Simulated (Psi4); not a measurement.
# P2 (diphosphorus): levels of theory compared

We compute a comparison of 5 runs (B3LYP/6-31G*, PBE0/6-31+G*, MP2/def2-SVP, A-CCSD(T)/cc-pCVDZ, CCSD(T)/def2-TZVP) of P2 (diphosphorus). 

Program for the calculation: Psi4 1.11.

4 further runs of the same task are left out: 1 that didn't finish, 3 set aside as unsound or not needed.

### 1 The structure to begin with

P2 has 2 atoms, charge 0, and is taken as a singlet. SMILES: `P#P`. Geometry: the measured bond length.

Bond lengths: P1–P2 1.893 Å.

### 2 Energy and forces at B3LYP/6-31G(d) (Cartesian functions) (run 1)

job.in

```
memory 1600 MB

molecule geom {
  P      0.000000     0.000000     0.000000
  P      0.000000     0.000000     1.893400
  symmetry c1
  no_reorient
  no_com
}

set {
  basis                6-31G*
  puream               false
  e_convergence        1e-09
  d_convergence        1e-08
  scf_type             pk
  dft_radial_points    99
  dft_spherical_points 590
}

energy_value, wavefunction = gradient("b3lyp", return_wfn=True)
print_variables()
```

Started as:

```console
$ psi4 job.in job.out -n 1
```

job.out:

```text
[...]
  Running in c1 symmetry.
[...]
  Nuclear repulsion =   62.884162036944126
[...]
  Multiplicity = 1
[...]
  Nalpha       = 15
  Nbeta        = 15
[...]
    Number of basis functions: 38
[...]
   @RKS iter   1:  -682.64011765680709   -2.70311e-01   6.81705e-03 DIIS/ADIIS
[...]
   @RKS iter   7:  -682.68886213719236   -2.63753e-11   2.54574e-09 DIIS
[...]
    Orbital Energies [Eh]
    ---------------------
    Doubly Occupied:
       1A    -77.105518     2A    -77.105498     3A     -6.579276
       4A     -6.578840     5A     -4.740470     6A     -4.740470
       7A     -4.740302     8A     -4.740302     9A     -4.738261
      10A     -4.736118    11A     -0.690176    12A     -0.465821
      13A     -0.297345    14A     -0.288429    15A     -0.288429
[...]
  @RKS Final Energy:  -682.68886213719236
   => Energetics <=
    Nuclear Repulsion Energy =             62.8841620369441259
    One-Electron Energy =               -1068.8499310965121367
    Two-Electron Energy =                 360.6817298776713301
    DFT Exchange-Correlation Energy =     -37.4048229552955362
    Empirical Dispersion Energy =           0.0000000000000000
    VV10 Nonlocal Energy =                  0.0000000000000000
    Total Energy =                       -682.6888621371923591
[...]
 Multipole Moments:
 ------------------------------------------------------------------------------------
     Multipole            Electronic (a.u.)      Nuclear  (a.u.)        Total (a.u.)
 ------------------------------------------------------------------------------------
 L = 1.  Multiply by 2.5417464519 to convert [e a0] to [Debye]
 Dipole X            :         -0.0000000            0.0000000           -0.0000000
 Dipole Y            :          0.0000000            0.0000000            0.0000000
 Dipole Z            :        -53.6701117           53.6701117           -0.0000000
 Magnitude           :                                                    0.0000000
[...]
  -Total Gradient:
     Atom            X                  Y                   Z
    ------   -----------------  -----------------  -----------------
       1        0.000000000000     0.000000000000     0.007968577837
       2        0.000000000000    -0.000000000000    -0.007968577830
[...]
```

Wall time 6.9 s (1 thread of Intel Xeon Platinum 8175M at 2.50GHz (Skylake/Cascade Lake), shared host); peak memory 0.32 GiB.

### 3 Energy and forces at PBE0/6-31+G(d) (spherical functions) (run 2)

input.json

```json
{
 "schema_name": "qcschema_input",
 "schema_version": 1,
 "molecule": {
  "schema_name": "qcschema_molecule",
  "schema_version": 2,
  "symbols": ["P", "P"],
  "geometry": [0.0, 0.0, 0.0, 0.0, 0.0, 3.57800744],
  "molecular_charge": 0,
  "molecular_multiplicity": 1,
  "fix_symmetry": "c1",
  "fix_com": true,
  "fix_orientation": true
 },
 "driver": "gradient",
 "model": {
  "method": "pbe0",
  "basis": "6-31+G*"
 },
 "keywords": {
  "puream": true,
  "e_convergence": 1e-09,
  "d_convergence": 1e-08,
  "scf_type": "pk",
  "dft_radial_points": 99,
  "dft_spherical_points": 590
 }
}
```

Started as:

```console
$ psi4 --qcschema input.json -n 1 --memory 1600MB
```

stdout:

```text
[...]
  Running in c1 symmetry.
[...]
  Nuclear repulsion =   62.884162141373302
[...]
  Multiplicity = 1
[...]
  Nalpha       = 15
  Nbeta        = 15
[...]
    Number of basis functions: 44
[...]
   @RKS iter   1:  -682.34688449664452   -3.04434e-01   5.37123e-03 DIIS/ADIIS
[...]
   @RKS iter   7:  -682.39010320608622   -2.77396e-11   2.67036e-09 DIIS
[...]
    Orbital Energies [Eh]
    ---------------------
    Doubly Occupied:
       1A    -77.242127     2A    -77.242069     3A     -6.641869
       4A     -6.641414     5A     -4.776448     6A     -4.776448
       7A     -4.776260     8A     -4.776260     9A     -4.774359
      10A     -4.772191    11A     -0.711779    12A     -0.480675
      13A     -0.310478    14A     -0.302261    15A     -0.302261
[...]
  @RKS Final Energy:  -682.39010320608622
   => Energetics <=
    Nuclear Repulsion Energy =             62.8841621413733023
    One-Electron Energy =               -1068.8143492004262498
    Two-Electron Energy =                 358.4069007970800840
    DFT Exchange-Correlation Energy =     -34.8668169441132818
    Empirical Dispersion Energy =           0.0000000000000000
    VV10 Nonlocal Energy =                  0.0000000000000000
    Total Energy =                       -682.3901032060862235
[...]
 Multipole Moments:
 ------------------------------------------------------------------------------------
     Multipole            Electronic (a.u.)      Nuclear  (a.u.)        Total (a.u.)
 ------------------------------------------------------------------------------------
 L = 1.  Multiply by 2.5417464519 to convert [e a0] to [Debye]
 Dipole X            :         -0.0000000            0.0000000           -0.0000000
 Dipole Y            :          0.0000000            0.0000000            0.0000000
 Dipole Z            :        -53.6701116           53.6701116           -0.0000000
 Magnitude           :                                                    0.0000000
[...]
  -Total Gradient:
     Atom            X                  Y                   Z
    ------   -----------------  -----------------  -----------------
       1        0.000000000000    -0.000000000000    -0.000000382767
       2        0.000000000000    -0.000000000000     0.000000382755
[...]
```

The result, in JSON:

```text
{
 "driver": "gradient",
 "model": {
  "method": "pbe0",
  "basis": "6-31+G*"
 },
 "success": true,
 "return_result": [8.024042141379121e-14, -9.939393893403953e-14, -3.8276740577103396e-07, 1.0181074002973392e-13, -2.597409270492149e-14, 3.8275516844876734e-07],
 "properties": {
  "calcinfo_nbasis": 44,
  "calcinfo_nmo": 44,
  "calcinfo_nalpha": 15,
  "calcinfo_nbeta": 15,
  "calcinfo_natom": 2,
  "nuclear_repulsion_energy": 62.8841621413733,
  "return_energy": -682.3901032060862,
  "return_gradient": [8.024042141379121e-14, -9.939393893403953e-14, -3.8276740577103396e-07, 1.0181074002973392e-13, -2.597409270492149e-14, 3.8275516844876734e-07],
  "scf_one_electron_energy": -1068.8143492004262,
  "scf_two_electron_energy": 358.4069007970801,
  "scf_xc_energy": -34.86681694411328,
  "scf_dipole_moment": [-2.6857131769070904e-15, 1.740008976583898e-14, -3.183231456205249e-12],
  "scf_total_energy": -682.3901032060862,
  "scf_total_gradient": [8.024042141379121e-14, -9.939393893403953e-14, -3.8276740577103396e-07, 1.0181074002973392e-13, -2.597409270492149e-14, 3.8275516844876734e-07],
  "scf_iterations": 7
 }
}
```

Wall time 7.2 s (1 thread of Intel Xeon Platinum 8175M at 2.50GHz (Skylake/Cascade Lake), shared host); peak memory 0.34 GiB.

Runs 3 to 4 aren't shown in full; the table further down has their settings and results.

### 4 The energy at CCSD(T)/def2-TZVP (run 5)

p2.xyz

```xyz
2
P2
P      0.000000     0.000000     0.000000
P      0.000000     0.000000     1.893400
```

run_ase.py

```python
import numpy as np
from ase.calculators.psi4 import Psi4
from ase.io import read

a = read('p2.xyz')
calc = Psi4(atoms=a, method='ccsd(t)', basis='def2-TZVP', memory='1600MB', num_threads=1, charge=0, multiplicity=1, label='psi4-calc')
calc.psi4.set_options({'puream': True, 'e_convergence': 1e-09, 'd_convergence': 1e-08, 'scf_type': 'pk', 'num_frozen_docc': 10})
a.calc = calc

print(f'energy: {a.get_potential_energy():.6f} eV')
```

Started as:

```console
$ python run_ase.py
```

psi4-calc.dat:

```text
[...]
  Running in c1 symmetry.
[...]
  Nuclear repulsion =   62.884162036944126
[...]
  Multiplicity = 1
[...]
  Nalpha       = 15
  Nbeta        = 15
[...]
    Number of basis functions: 74
[...]
   @RHF iter   1:  -681.46959149110273   -6.20269e-01   3.17363e-03 DIIS/ADIIS
[...]
   @RHF iter   9:  -681.47997964168690   -5.00222e-12   2.98453e-09 DIIS
[...]
    Orbital Energies [Eh]
    ---------------------
    Doubly Occupied:
       1A    -79.970040     2A    -79.970030     3A     -7.514841
       4A     -7.514134     5A     -5.407177     6A     -5.405857
       7A     -5.405857     8A     -5.405599     9A     -5.405599
      10A     -5.404794    11A     -0.899260    12A     -0.605696
      13A     -0.406732    14A     -0.369802    15A     -0.369802
[...]
  @RHF Final Energy:  -681.47997964168690
   => Energetics <=
    Nuclear Repulsion Energy =             62.8841620369441259
    One-Electron Energy =               -1068.6178446905585133
    Two-Electron Energy =                 324.2537030119275414
    Total Energy =                       -681.4799796416868958
[...]
 Multipole Moments:
 ------------------------------------------------------------------------------------
     Multipole            Electronic (a.u.)      Nuclear  (a.u.)        Total (a.u.)
 ------------------------------------------------------------------------------------
 L = 1.  Multiply by 2.5417464519 to convert [e a0] to [Debye]
 Dipole X            :          0.0000000            0.0000000            0.0000000
 Dipole Y            :          0.0000000            0.0000000            0.0000000
 Dipole Z            :         -0.0000000            0.0000000           -0.0000000
 Magnitude           :                                                    0.0000000
[...]
      * MP2 total energy                      = -681.754261457205189
[...]
      * CCSD total energy                     = -681.772209675808199
[...]
      * CCSD(T) total energy                  = -681.793583196444843
```

The script printed:

```text
energy: -18552.548381 eV
```

Wall time 14 s (1 thread of Intel Xeon Platinum 8175M at 2.50GHz (Skylake/Cascade Lake), shared host); peak memory 0.41 GiB.

### 5 All runs side by side

```tsv
run	level	Cartesian functions	task	energy (Eh)	HOMO energy (eV)	LUMO energy (eV)	HOMO–LUMO gap (eV)	wall time
1	B3LYP/6-31G* (Cartesian functions)	yes	gradient	-682.688862	-7.85	-2.70	5.14	6.9 s
2	PBE0/6-31+G* (spherical functions)	no	gradient	-682.390103	-8.22	-2.71	5.52	7.2 s
3	MP2/def2-SVP	no	energy	-681.469628	-10.06	0.87	10.93	2.8 s
4	A-CCSD(T)/cc-pCVDZ	no	gradient	-681.726564	–	–	–	32 s
5	CCSD(T)/def2-TZVP	no	energy	-681.793583	-10.06	0.63	10.69	14 s
```

### 6 What came out

| quantity | value |
| --- | --- |
| run 5: total energy | -681.79358 Eh |
| run 5: HOMO energy (Hartree–Fock orbitals) | -10.06 eV |
| run 5: LUMO energy (Hartree–Fock orbitals) | 0.63 eV |
| run 5: HOMO–LUMO gap (Hartree–Fock orbitals) | 10.69 eV |
| run 5: correlation energy (10 core orbitals frozen) | -313.6 mEh |
| run 5: (T) correction | -21.37 mEh |
| run 5: T1 diagnostic | 0.017 |

Totals of different functionals can't be ranked against each other. All runs together took 62 s, the longest 32 s.
